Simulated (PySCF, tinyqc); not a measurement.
RHF in the sto-3g basis, for LiH, spin multiplicity 1, step by step. This run ends on a higher stationary point, not on the lowest solution. The lowest restricted solution is unstable here: a spin-polarised one lies 0.0102 hartree lower (PySCF). One step of it, computed by the program tinyqc.

Question. Iteration 1: diagonalisation and new density. A level shift of 1 hartree raises the virtual space: F + shift (S - S D(s) S), with D(s) the density of one spin (D/2). Diagonalise F' = X^T F X, C = X C', fill 2 alpha and 2 beta electrons from the bottom; D = 2 C_occ C_occ^T; the new density keeps 0.7 of the old one (damping). Each column has its largest component positive (the first on a tie).

Fock matrix F (hartree):
```
            1Li 1s     1Li 2s    1Li 2px    1Li 2py    1Li 2pz      2H 1s
1Li 1s   -3.199285  -0.720977   0.000000   0.000000   0.000437  -0.040329
1Li 2s   -0.720977  -0.322460   0.000000   0.000000  -0.009003  -0.072441
1Li 2px   0.000000   0.000000  -0.169011  -0.114267   0.000000   0.000000
1Li 2py   0.000000   0.000000  -0.114267  -0.174470   0.000000   0.000000
1Li 2pz   0.000437  -0.009003   0.000000   0.000000  -0.152040  -0.033857
2H 1s    -0.040329  -0.072441   0.000000   0.000000  -0.033857  -0.062717
```

X:
```
            1Li 1s     1Li 2s   1Li 2px   1Li 2py    1Li 2pz      2H 1s
1Li 1s    1.023389  -0.128994  0.000000  0.000000  -0.005427   0.017643
1Li 2s   -0.128994   1.048869  0.000000  0.000000   0.037090  -0.138200
1Li 2px   0.000000   0.000000  1.000000  0.000000   0.000000   0.000000
1Li 2py   0.000000   0.000000  0.000000  1.000000   0.000000   0.000000
1Li 2pz  -0.005427   0.037090  0.000000  0.000000   1.052731  -0.197411
2H 1s     0.017643  -0.138200  0.000000  0.000000  -0.197411   1.077772
```

D at the start:
```
            1Li 1s     1Li 2s   1Li 2px   1Li 2py    1Li 2pz      2H 1s
1Li 1s    0.001675  -0.010385  0.000000  0.000000  -0.050099   0.053611
1Li 2s   -0.010385   0.064398  0.000000  0.000000   0.310675  -0.332451
1Li 2px   0.000000   0.000000  0.976123  0.999715   0.000000   0.000000
1Li 2py   0.000000   0.000000  0.999715  1.023877   0.000000   0.000000
1Li 2pz  -0.050099   0.310675  0.000000  0.000000   1.498791  -1.603845
2H 1s     0.053611  -0.332451  0.000000  0.000000  -1.603845   1.716263
```

overlap S:
```
           1Li 1s    1Li 2s   1Li 2px   1Li 2py   1Li 2pz     2H 1s
1Li 1s   1.000000  0.241137  0.000000  0.000000  0.000000  0.014111
1Li 2s   0.241137  1.000000  0.000000  0.000000  0.000000  0.237713
1Li 2px  0.000000  0.000000  1.000000  0.000000  0.000000  0.000000
1Li 2py  0.000000  0.000000  0.000000  1.000000  0.000000  0.000000
1Li 2pz  0.000000  0.000000  0.000000  0.000000  1.000000  0.349029
2H 1s    0.014111  0.237713  0.000000  0.000000  0.349029  1.000000
```

Give: F' = X^T F X; orbital energies; coefficients C; D after iteration 1.

Answer.

F' = X^T F X (hartree):
```
         1        2        3        4        5        6
1  -2.1669  -0.3162   0.0000   0.0000   0.0038   0.0003
2  -0.3162   0.8024   0.0000   0.0000  -0.0398  -0.0030
3   0.0000   0.0000   0.3429  -0.6141   0.0000   0.0000
4   0.0000   0.0000  -0.6141   0.3136   0.0000   0.0000
5   0.0038  -0.0398   0.0000   0.0000   0.3752   0.5008
6   0.0003  -0.0030   0.0000   0.0000   0.5008   0.4220
```

orbital energies (hartree): MO1 -2.2002, MO2 -0.2860, MO3 -0.1035, MO4 0.8247, MO5 0.9118, MO6 0.9426

coefficients C:
```
             MO1     MO2      MO3      MO4      MO5      MO6
1Li 1s    1.0042  0.0000  -0.0230  -0.2152   0.0947   0.0000
1Li 2s   -0.0184  0.0000   0.1523   0.9515  -0.4566   0.0000
1Li 2px   0.0000  0.6986   0.0000   0.0000   0.0000   0.7155
1Li 2py   0.0000  0.7155   0.0000   0.0000   0.0000  -0.6986
1Li 2pz  -0.0013  0.0000   0.8991   0.2255   0.5380   0.0000
2H 1s     0.0030  0.0000  -0.8900   0.1311   0.6409   0.0000
```

D after iteration 1:
```
          1Li 1s   1Li 2s  1Li 2px  1Li 2py  1Li 2pz    2H 1s
1Li 1s    0.6063  -0.0184   0.0000   0.0000  -0.0359   0.0393
1Li 2s   -0.0184   0.0453   0.0000   0.0000   0.2175  -0.2327
1Li 2px   0.0000   0.0000   0.9761   0.9997   0.0000   0.0000
1Li 2py   0.0000   0.0000   0.9997   1.0239   0.0000   0.0000
1Li 2pz  -0.0359   0.2175   0.0000   0.0000   1.0492  -1.1227
2H 1s     0.0393  -0.2327   0.0000   0.0000  -1.1227   1.2014
```
